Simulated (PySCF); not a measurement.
# Reproducing measurements on CFCl3

**Experimental background.**

NIST CCCBDB Release 22 (SRD 101), experimental dipoles lists, for the gas: dipole moment (microwave Stark effect, vibrational ground state) 0.46 ± 0.02 D.

The results are set against them at the end.

Species: CFCl3.
Atom-mapped SMILES: `[F:1][C:2]([Cl:3])([Cl:4])[Cl:5]`

Structure used (GFN2-xTB), in Å, numbered top down from 1:
```
atom  x, y, z in Å
F1     0.0603   -0.1410    1.3961
C2     0.0046   -0.0063    0.0667
Cl3   -0.4579    1.6606   -0.3126
Cl4    1.6028   -0.3706   -0.6039
Cl5   -1.2011   -1.1397   -0.5634
```

Runs made with PySCF (gas phase, on this GFN2-xTB geometry; no spin–orbit coupling):

| level | job | basis functions |
| --- | --- | --- |
| B3LYP/cc-pVTZ | shieldings | 162 |
| B97-D/cc-pVTZ | shieldings | 162 |
| BLYP/cc-pVTZ | shieldings | 162 |
| BP86/cc-pVTZ | shieldings | 162 |
| HF/cc-pVTZ | shieldings | 162 |
| KT2/cc-pVTZ | shieldings | 162 |
| KT3/cc-pVTZ | shieldings | 162 |
| LDA/cc-pVTZ | shieldings | 162 |
| OPBE/cc-pVTZ | shieldings | 162 |
| PBE/cc-pVTZ | shieldings | 162 |
| PW91/cc-pVDZ | shieldings | 82 |
| X3LYP/cc-pVDZ | shieldings | 82 |

Results beside the measurements:

**Dipole moment.** Measured: 0.46 D (NIST CCCBDB Release 22 (SRD 101), experimental dipoles).

```json
{"level": "B3LYP/cc-pVTZ", "computed (D)": "0.32", "computed − measured (D)": "-0.14", "% (from the printed values)": "-30"}
{"level": "B97-D/cc-pVTZ", "computed (D)": "0.21", "computed − measured (D)": "-0.25", "% (from the printed values)": "-54"}
{"level": "BLYP/cc-pVTZ", "computed (D)": "0.24", "computed − measured (D)": "-0.22", "% (from the printed values)": "-48"}
{"level": "BP86/cc-pVTZ", "computed (D)": "0.21", "computed − measured (D)": "-0.25", "% (from the printed values)": "-54"}
{"level": "HF/cc-pVTZ", "computed (D)": "0.47", "computed − measured (D)": "+0.01", "% (from the printed values)": "+2"}
{"level": "KT2/cc-pVTZ", "computed (D)": "0.24", "computed − measured (D)": "-0.22", "% (from the printed values)": "-48"}
{"level": "KT3/cc-pVTZ", "computed (D)": "0.21", "computed − measured (D)": "-0.25", "% (from the printed values)": "-54"}
{"level": "LDA/cc-pVTZ", "computed (D)": "0.27", "computed − measured (D)": "-0.19", "% (from the printed values)": "-41"}
{"level": "OPBE/cc-pVTZ", "computed (D)": "0.14", "computed − measured (D)": "-0.32", "% (from the printed values)": "-70"}
{"level": "PBE/cc-pVTZ", "computed (D)": "0.21", "computed − measured (D)": "-0.25", "% (from the printed values)": "-54"}
{"level": "PW91/cc-pVDZ", "computed (D)": "0.17", "computed − measured (D)": "-0.29", "% (from the printed values)": "-63"}
{"level": "X3LYP/cc-pVDZ", "computed (D)": "0.29", "computed − measured (D)": "-0.17", "% (from the printed values)": "-37"}
```

Closest is HF/cc-pVTZ (+0.01 D), furthest OPBE/cc-pVTZ (-0.32 D); one molecule doesn't rank methods. The computed dipoles belong to one fixed geometry; measured ones are averaged over vibrations unless marked μe. Magnitudes are compared, not signs.

The geometry is computed, not the measured one. Where a level misses, the cause wasn't examined.
